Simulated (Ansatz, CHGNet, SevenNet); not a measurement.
## How well does each level of theory give the elastic constant C11 of rock-salt NbC?

Reference value: 620 GPa (measured, temperature not stated, no zero-point or thermal correction; as tabulated in Wu et al. (2005), arXiv:cond-mat/0412374).

| level (code) | value (GPa) | cell (Å³/atom) |
|---|---|---|
| CHGNet 0.3.0 (CHGNet) | 446 | 11.44 |
| SevenNet-0 (SevenNet) | 578 | 11.43 |
| LDA (Ansatz) | ? | 10.85 |
| PBE (Ansatz) | 657 | 11.28 |
| PBEsol (Ansatz) | 712 | 11.01 |

Complete the blanks.


- LDA (Ansatz, a first-principles code), value (GPa): 743

Differences against the reference: CHGNet 0.3.0 -28 %, SevenNet-0 -6.8 %, LDA +19.8 %, PBE +6.0 %, PBEsol +14.8 %.

The reference's temperature isn't stated, so close values are not ranked against it. Off by more than 25 % (a bound picked here): CHGNet 0.3.0 (-28 %).

The reference has no zero-point or thermal correction, while the calculations are for a static lattice, so the differences are not the levels' errors alone. A static lattice is as a rule stiffer than a warm one, by over a tenth in soft solids.  Each level is taken at its own relaxed cell. Ansatz's density-functional and Hartree–Fock values are scalar-relativistic unless marked +SOC, with PAW data made under PBE.

Machine-learned potentials (CHGNet 0.3.0, SevenNet-0) are trained on DFT data, which may include these solids.

Differences are worked out from the printed values.
